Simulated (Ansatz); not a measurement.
**C₄H₄ (SMILES C#CC=C): a rigid scan of the bond length C1–C2**

The task here is to estimate one member of a computed series from the others.

Computed with Ansatz 0.2.0, Gaussian basis. Level: single points in def2-TZVPP.

Levels: PBE-D4, r2SCAN-D4, PBE0-D4, B3LYP-D4, wB97M-V, Hartree-Fock, MP2, CCSD, CCSD(T). The scan takes 1.059, 1.101, 1.162, 1.233, 1.313, 1.398, 1.489, 1.585, 1.684 Å.

Cores are frozen in the correlated methods. B3LYP uses VWN-RPA correlation.

26 further runs of the same task are left out: 26 set aside as unsound or not needed.

**The starting structure**

The minimum, relaxed at PBE0-D4: SMILES `C#CC=C`, 8 atoms, charge 0, spin multiplicity 1.

Atoms are counted from 1 here; the program's logs count them from 0.

Bond lengths: C1–C2 1.203 Å, C1–H5 1.064 Å, C2–C3 1.418 Å, C3–C4 1.332 Å, C3–H6 1.087 Å, C4–H7 1.083 Å, C4–H8 1.083 Å. Angles: C2–C1–H5 179.5°, C1–C2–C3 178.4°, C2–C3–C4 124.2°, C2–C3–H6 116.0°, C4–C3–H6 119.8°, C3–C4–H7 120.7°, C3–C4–H8 121.5°, H7–C4–H8 117.8°.

As a file:

| atom | x (Å) | y (Å) | z (Å) |
| --- | --- | --- | --- |
| C1 | -1.0764 | 1.5763 | -0.8999 |
| C2 | -0.3315 | 0.8302 | -0.3204 |
| C3 | 0.5673 | -0.0185 | 0.3740 |
| C4 | 0.4573 | -1.3449 | 0.4239 |
| H5 | -1.7402 | 2.2291 | -1.4152 |
| H6 | 1.3879 | 0.4752 | 0.8883 |
| H7 | 1.1773 | -1.9396 | 0.9721 |
| H8 | -0.3495 | -1.8649 | -0.0785 |

Energies of the minimum (eV), from earlier single points: PBE-D4 -4206.54637, r2SCAN-D4 -4209.46232, PBE0-D4 -4206.85446, B3LYP-D4 -4212.57536, wB97M-V -4210.20786, CCSD(T) -4202.70732.

At the minimum the bond length C1–C2 is 1.203 Å.

Set-up of the first run:

ccsdt-tzvpp/in.yaml reads:

```yaml
crystal:
  periodic: [false, false, false]
  atoms:
    - {symbol: C, position_ang: [-1.076386, 1.576261, -0.899896]}
    - {symbol: C, position_ang: [-0.420730, 0.919487, -0.389756]}
    - {symbol: C, position_ang: [0.478151, 0.070849, 0.304651]}
    - {symbol: C, position_ang: [0.368098, -1.255611, 0.354528]}
    - {symbol: H, position_ang: [-1.740220, 2.229112, -1.415248]}
    - {symbol: H, position_ang: [1.298762, 0.564505, 0.818937]}
    - {symbol: H, position_ang: [1.088155, -1.850255, 0.902712]}
    - {symbol: H, position_ang: [-0.438715, -1.775551, -0.147856]}
basis:
  gaussian: {orbitals: def2-TZVPP}
correlation: {method: ccsd_t}
```

The command line of these runs was not kept.

Steps of the session up to this table: C1–C2 = 1.059 Å; C1–C2 = 1.101 Å; C1–C2 = 1.162 Å; C1–C2 = 1.233 Å; C1–C2 = 1.313 Å; C1–C2 = 1.398 Å; C1–C2 = 1.489 Å; C1–C2 = 1.585 Å; C1–C2 = 1.684 Å.

One table of the session follows, with a row left open; its other results are not shown here.

Energies less that of the minimum at the same level (kJ/mol):

| bond length (Å) | PBE-D4 | PBE0-D4 | B3LYP-D4 | wB97M-V | Hartree-Fock |
| --- | --- | --- | --- | --- | --- |
| 1.059 | 156.9 | 141.2 | 139.4 | 136.7 | 113.8 |
| 1.101 | 76.4 | 65.0 | 64.1 | 61.8 | 44.8 |
| 1.162 | 14.1 | 9.3 | 9.1 | 8.0 | 0.7 |
| 1.203 (minimum) | 0.0 | 0.0 | 0.0 | 0.0 | 0.0 |
| 1.233 | 0.8 | 4.3 | 4.3 | 5.4 | 11.0 |
| 1.313 | 37.0 | 50.6 | 49.9 | 54.5 | 76.2 |
| 1.398 | ? | ? | ? | ? | ? |
| 1.489 | 216.6 | 253.9 | 248.9 | 264.9 | 326.5 |
| 1.585 | 338.4 | 389.2 | 380.6 | 404.6 | 489.4 |
| 1.684 | 466.7 | 531.5 | 518.6 | 551.9 | 660.7 |

**Question.** Estimate the row for bond length (Å) = 1.398.

Worked estimate for «PBE-D4». A straight line through the neighbours (1.313, 37.0) and (1.489, 216.6) gives 37.0 + (216.6 − 37.0) × (1.398 − 1.313) / (1.489 − 1.313) = 123.7; a parabola fitted to 4 rows on both sides gives 112.9.

**Answer.** PBE-D4: 112.3; PBE0-D4: 137.2; B3LYP-D4: 134.8; wB97M-V: 144.4; Hartree-Fock: 184.8. In «PBE-D4» the line misses by +11.4 and the parabola by +0.6.
